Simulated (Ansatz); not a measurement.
# C4H4F2: basis-set convergence

How large a basis does C4H4F2 need? Two functionals are run in growing sets.

Computed with Ansatz 0.2.0, Gaussian basis. Level: one geometry, several basis sets.

Levels to be run: PBE0-D4/def2-SVP; ωB97M-V/def2-SVP; PBE0-D4/def2-QZVPP; ωB97M-V/def2-QZVPP; the functionals' def2-TZVPP values are taken from earlier runs.

## (1) Structure used throughout

All runs share one geometry, relaxed beforehand with PBE0-D4 in a triple-zeta def2 set.

SMILES `FC1=CC(F)C1`, 10 atoms, charge 0, spin multiplicity 1.

Atoms are counted from 1 here; the program's logs count them from 0.

Bond lengths: F1–C2 1.317 Å, C2–C3 1.329 Å, C2–C6 1.492 Å, C3–C4 1.502 Å, C3–H7 1.080 Å, C4–F5 1.379 Å, C4–C6 1.555 Å, C4–H8 1.093 Å, C6–H9 1.092 Å, C6–H10 1.091 Å. Angles: F1–C2–C3 133.2°, F1–C2–C6 128.4°, C3–C2–C6 98.4°, C2–C3–C4 90.3°, C2–C3–H7 136.2°, C4–C3–H7 133.5°, C3–C4–F5 115.6°, C3–C4–C6 88.7°, C3–C4–H8 116.1°, F5–C4–C6 113.9°, F5–C4–H8 107.3°, C6–C4–H8 114.6°, C2–C6–C4 82.5°, C2–C6–H9 116.9°, C2–C6–H10 115.8°, C4–C6–H9 116.5°, C4–C6–H10 112.6°, H9–C6–H10 110.2°.

As a file:

```xyz
10
C4H4F2
F    -1.39030    0.15955   -1.94273
C    -0.54108    0.10379   -0.93817
C     0.78651    0.10471   -0.86835
C     0.71545   -0.13404    0.61329
F     1.26718    0.85258    1.40291
C    -0.83522   -0.06790    0.51442
H     1.60305    0.18427   -1.57001
H     1.10910   -1.09067    0.96618
H    -1.38143   -0.96840    0.80465
H    -1.25005    0.80489    1.02091
```

## (2) PBE0-D4 in def2-SVP

Contents of in.yaml:

```yaml
crystal:
  periodic: [false, false, false]
  atoms:
    - {symbol: F, position_ang: [-1.390305, 0.159551, -1.942733]}
    - {symbol: C, position_ang: [-0.541078, 0.103794, -0.938172]}
    - {symbol: C, position_ang: [0.786508, 0.104708, -0.868348]}
    - {symbol: C, position_ang: [0.715450, -0.134037, 0.613293]}
    - {symbol: F, position_ang: [1.267182, 0.852583, 1.402915]}
    - {symbol: C, position_ang: [-0.835222, -0.067896, 0.514418]}
    - {symbol: H, position_ang: [1.603046, 0.184272, -1.570013]}
    - {symbol: H, position_ang: [1.109099, -1.090667, 0.966176]}
    - {symbol: H, position_ang: [-1.381427, -0.968400, 0.804654]}
    - {symbol: H, position_ang: [-1.250052, 0.804891, 1.020909]}
basis:
  gaussian: {orbitals: def2-SVP}
hamiltonian: {xc: pbe0, dispersion: d4}
output: {orbitals: {seedname: orbitals}}
```

Run with:

```sh
$ ansatz run in.yaml --threads 4 --pin off --events-out ev --progress --plain --max-ram 10444MiB
```

The runs that follow: ωB97M-V in def2-SVP; PBE0-D4 in def2-QZVPP; ωB97M-V in def2-QZVPP.

**Question.** What will the summary of the whole plan be? Wanted: PBE0-D4: double and triple zeta above quadruple; ωB97M-V: double and triple zeta above quadruple.

As calculated:

| quantity | value |
| --- | --- |
| PBE0-D4: double and triple zeta above quadruple | 11.74, 0.51 eV |
| ωB97M-V: double and triple zeta above quadruple | 12.05, 0.48 eV |

**Reading.** For PBE0-D4 the step from double to triple zeta gains 11.24 eV and the next only 0.51 eV. Total energies overstate the basis error of differences, where much of it tends to cancel.
